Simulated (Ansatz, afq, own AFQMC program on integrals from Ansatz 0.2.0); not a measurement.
## SiHO, doublet in def2-TZVP, levels against CCSDT(Q)

| atom | x (Å) | y (Å) | z (Å) |
| --- | --- | --- | --- |
| Si | -0.2327 | -0.7346 | 0.5300 |
| O | 1.0811 | 0.1940 | 0.0826 |
| H | 1.9428 | -0.0373 | 0.4513 |

Connectivity, by distances: Si–OH.

Basis def2-TZVP. Noble-gas cores (and the filled d shells of Ga–Kr and In–Xe) are frozen. Ansatz 0.2.0 and our own AFQMC program on the same integrals; the CISD trial comes from CCSD amplitudes, and released means the phaseless constraint is let go. Uncertainties: one standard error, sampling alone.

Determinant: UHF, the one that the program's search chose, which needn't be the lowest solution. The geometry is a PBE0/def2-SVP stationary point of this or a neighbouring charge and spin state.

No full CI on the walks' own integrals is used here; CCSDT(Q) serves as the reference and is uncertain by about the last step of the cluster series.

The T1 diagnostic is 0.0202. The weight of the determinant in the CISD state is 0.878 and the ⟨S²⟩ of the determinant is 0.777. The size of the correlated space is 11 electrons in 68 orbitals.

| level | correlation energy (eV) |
| --- | --- |
| MP2 | -8.5845 |
| CCSD | -9.0455 |
| CCSD(T) | -9.3873 |

(1) Estimate where phaseless AFQMC with a CISD trial lies against CCSD(T) on the same integrals.

(1) 0.41 ± 0.12 kcal/mol below CCSD(T).

Reference: CCSDT(Q), correlation energy -9.425 eV. The released energy is read at 2.40 1/Eh (meV from the phaseless value at times in 1/Eh: -8 ± 5 at 0.24, -14 ± 4 at 0.51, -18 ± 4 at 0.99, -18 ± 6 at 1.62, -23 ± 10 at 2.40).

```csv
level,E − E(reference) (kcal/mol),share of correlation (%)
CCSD(T),0.87,99.60
CCSDT,0.48,99.78
ph-AFQMC/CISD,0.46 ± 0.12,99.79
released AFQMC,-0.08 ± 0.24,100.04
```

A walk keeps the symmetry of its determinant, which the program's search chose and which needn't be the lowest solution, so a lower state of the same spin and another symmetry isn't excluded. Released energies are given only where the last usable release times agree within the noise; a slower fall can still hide under it.
